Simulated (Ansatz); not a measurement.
Cost and result for the atomization energy of C$_{7}$H$_{16}$, SMILES `CC(C)C(C)(C)C` (23 atoms, 22 bonds).

Cartesian coordinates in Å:
```
C 1.505 1.371 -0.075
C 0.407 0.593 0.641
C -0.663 1.568 1.118
C -0.153 -0.598 -0.180
C -1.171 -1.368 0.661
C 0.982 -1.560 -0.532
C -0.828 -0.140 -1.471
H 2.348 0.741 -0.362
H 1.125 1.860 -0.977
H 1.893 2.157 0.577
H 0.859 0.142 1.536
H -1.437 1.084 1.716
H -1.150 2.070 0.277
H -0.211 2.346 1.739
H -1.483 -2.278 0.140
H -0.743 -1.666 1.623
H -2.070 -0.781 0.859
H 1.530 -1.866 0.365
H 0.582 -2.462 -1.002
H 1.695 -1.116 -1.229
H -1.676 0.520 -1.274
H -0.132 0.387 -2.128
H -1.208 -1.004 -2.023
```

The species carries charge 0 and has multiplicity 1. The geometry is a stationary point of PBE0-D4/def2-TZVP. Program: Ansatz. All runs use 3 threads of an AMD EPYC 7R13 on a shared host and a share of an NVIDIA H100 80 GB. Times are those of one run each, without the atoms' runs, and a repeat can differ threefold. Electronic energies, without spin–orbit coupling; frozen cores. CCSD(T)/CBS adds CCSD(T) − MP2 in def2-TZVPP to the MP2 limit, and its time is that of the two runs behind it. T1 = 0.009. HSE06 is the plane-wave form, built on full-range PBE exchange.

CCSD(T)/CBS is a level of theory with its own doubt, some kJ/mol a heavy atom from the limit and from the frozen cores, so smaller differences don't rank the functionals.

```tsv
level	functions	wall time
LDA (SPW92)/def2-TZVPP	441	1.8 s
revPBE-D4/def2-TZVPP	441	1.9 s
PBE0-D4/def2-TZVPP	441	2 s
PBE-D4/def2-TZVPP (with forces)	441	2.3 s
BLYP-D4/def2-TZVPP	441	2.3 s
CCSD(T)/def2-SVP	178	2.3 s
r2SCANh-D4/def2-TZVPP	441	2.5 s
HSE06-D4/def2-TZVPP	441	2.6 s
r2SCAN-D4/def2-TZVPP (with forces)	441	2.7 s
B2PLYP/def2-TZVPP	441	2.8 s
MP2/def2-QZVPP	879	13 s
CCSD(T)/def2-TZVPP	441	26 s
CCSD(T)/CBS(def2)	–	39 s
```

**Question.** What atomization energy does each give, and how far from CCSD(T)/CBS? (Best estimate.)

**Answer.** Computed: 
```csv
level,atomization (kJ/mol),difference from CCSD(T)/CBS,per bond
LDA (SPW92)/def2-TZVPP,10325.4,1176.5,53.5
revPBE-D4/def2-TZVPP,9114.0,-34.9,-1.6
PBE0-D4/def2-TZVPP,9205.2,56.3,2.6
PBE-D4/def2-TZVPP (with forces),9285.9,137.0,6.2
BLYP-D4/def2-TZVPP,9084.2,-64.7,-2.9
CCSD(T)/def2-SVP,8837.4,-311.5,-14.2
r2SCANh-D4/def2-TZVPP,9135.4,-13.5,-0.6
HSE06-D4/def2-TZVPP,9209.1,60.2,2.7
r2SCAN-D4/def2-TZVPP (with forces),9160.9,12.0,0.5
B2PLYP/def2-TZVPP,9054.2,-94.7,-4.3
MP2/def2-QZVPP,9144.0,-4.9,-0.2
CCSD(T)/def2-TZVPP,8970.2,-178.7,-8.1
CCSD(T)/CBS(def2),9148.9,0.0,0.0
```

In def2-TZVPP, CCSD(T) changes the Hartree–Fock value by +2010.1 kJ/mol (the triples alone add +102.1 kJ/mol) and MP2 by +2079.4 kJ/mol; breaking electron pairs costs correlation energy, which Hartree–Fock lacks. From BLYP to BHLYP (50 % exact exchange), in def2-TZVPP and without D4, the atomization energy moves by −51.6 kJ/mol: exact exchange takes away binding that semilocal exchange gives to molecules. Leaving LDA and LC-ωPBE aside and taking each functional with its dispersion term where it has one, the values, not all of them listed here, spread over 312.7 kJ/mol, from BHLYP-D4 to PBE-D4. LDA lies +1093.3 kJ/mol from PBE without D4, its usual overbinding.
